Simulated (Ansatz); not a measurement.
```yaml
crystal:
  periodic: [false, false, false]
  atoms:
    - {symbol: Ti, position_ang: [0.185533, -0.000118, -0.001361]}
    - {symbol: O, position_ang: [1.955245, -0.001242, -0.014344]}
    - {symbol: F, position_ang: [-1.056178, 1.369752, 0.004995]}
    - {symbol: F, position_ang: [-1.057877, -1.368409, 0.010514]}
basis:
  gaussian: {orbitals: def2-TZVP}
magnetization: {spin_polarized: true, initial_magnetization: 4}
hamiltonian: {xc: pbe0}
relax: {f_tol: 0.004, max_steps: 80}
```

```sh
$ ansatz run in.yaml --threads 1 --pin off --events-out ev --progress --plain --max-ram 2176MiB
```

Steps of the relaxation (energy above the last step; positions in Å, forces in eV/Å):

```
4
step 1, 2270.2 meV
Ti    0.186    0.000   -0.001   -5.576    0.004    0.041
O     1.955   -0.001   -0.014    6.544   -0.004   -0.048
F    -1.056    1.370    0.005   -0.484    0.622    0.002
F    -1.058   -1.368    0.011   -0.485   -0.621    0.005
```

```
4
step 2, 1600.9 meV
Ti    0.153    0.000   -0.001   -3.997    0.003    0.029
O     2.058   -0.001   -0.015    3.445   -0.002   -0.025
F    -1.091    1.396    0.005    0.276   -0.017   -0.002
F    -1.093   -1.394    0.011    0.276    0.017   -0.002
```

```
4
step 3, 736.1 meV
Ti    0.041    0.000    0.000   -4.665    0.003    0.034
O     2.165   -0.001   -0.016    1.773   -0.001   -0.013
F    -1.089    1.493    0.005    1.446   -0.752   -0.009
F    -1.090   -1.491    0.011    1.447    0.751   -0.012
```

```
4
step 4, 323.9 meV
Ti   -0.057    0.000    0.000   -2.476    0.002    0.018
O     2.195   -0.001   -0.016    0.773    0.000   -0.006
F    -1.055    1.533    0.005    0.851   -0.356   -0.006
F    -1.057   -1.532    0.011    0.852    0.355   -0.007
```

```
4
step 6, 16.7 meV
Ti   -0.283    0.000    0.002   -0.273    0.000    0.002
O     2.149   -0.001   -0.016   -0.025    0.000    0.000
F    -0.918    1.696    0.003    0.149   -0.124   -0.001
F    -0.921   -1.695    0.010    0.149    0.124   -0.001
```

```
4
step 9, 0.0 meV
Ti   -0.361    0.000    0.003   -0.001    0.000    0.000
O     2.030   -0.001   -0.015    0.001    0.000    0.000
F    -0.820    1.752    0.002    0.000    0.005    0.000
F    -0.822   -1.751    0.010    0.000   -0.005    0.000
```

```
4
step 10, 0.0 meV
Ti   -0.363    0.000    0.003   -0.001    0.000    0.000
O     2.028   -0.001   -0.015    0.000    0.000    0.000
F    -0.818    1.754    0.002    0.000    0.000    0.000
F    -0.820   -1.753    0.010    0.000    0.000    0.000
```

Close pairs at the end: Ti1–F4 1.812 Å, Ti1–F3 1.812 Å, Ti1–O2 2.390 Å.

A stationary point of unrestricted PBE0 after 10 steps, with ⟨S²⟩ = 6.007 against 6.00 for a pure state; no frequencies were run, so it isn't proven a minimum. 4.5 min on 1 thread of Arm Neoverse V1, shared host.
